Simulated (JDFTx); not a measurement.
System: difluoromethane, CH2F2 (SMILES FCF), charge 0, multiplicity 1; geometry: optimised with GFN2-xTB in vacuum (no frequencies checked; largest PBE force component 1.2 eV/Å). Bonded distances (Å): F1–C2 1.344, C2–F3 1.344, C2–H4 1.099, C2–H5 1.099. Bond angles (°): F1–C2–F3 108.2, F1–C2–H4 108.8, F1–C2–H5 108.8, F3–C2–H4 108.8, F3–C2–H5 108.8, H4–C2–H5 113.3.

Method: PBE, GBRV ultrasoft potentials, plane waves to 20/100 Ha, in a modified build of JDFTx. Liquid: CANDLE, water, 1 M NaCl. The liquid run sits in a periodic box with 4.5 Å from the outermost atoms to the faces; the vacuum run is isolated. The box matters at about 0.01 eV. Solvation energy here means the total energy in the continuum liquid minus that in vacuum, same nuclei, nothing added for thermal motion or standard states.

```json
{
 "solvation_energy": "-2.7 kcal/mol",
 "part: cavitation term of the fluid": "6.9 kcal/mol",
 "part: dispersion term of the fluid": "-6.1 kcal/mol",
 "part: electrostatic term of the fluid": "-4.3 kcal/mol",
 "part: distortion of the solute's electrons": "0.8 kcal/mol",
 "dipole_moment_in_vacuum": "1.77 D",
 "dipole_moment_in_the_liquid": "2.31 D",
 "highest occupied level in vacuum (zero: vacuum level)": "-8.12 eV",
 "highest occupied level in the liquid (zero: bulk electrolyte)": "-7.81 eV",
 "volume of the model's cavity": "145.1 Å³",
 "rough_cost_vacuum_and_liquid_run": "3 min and 5 min of core time"
}
```
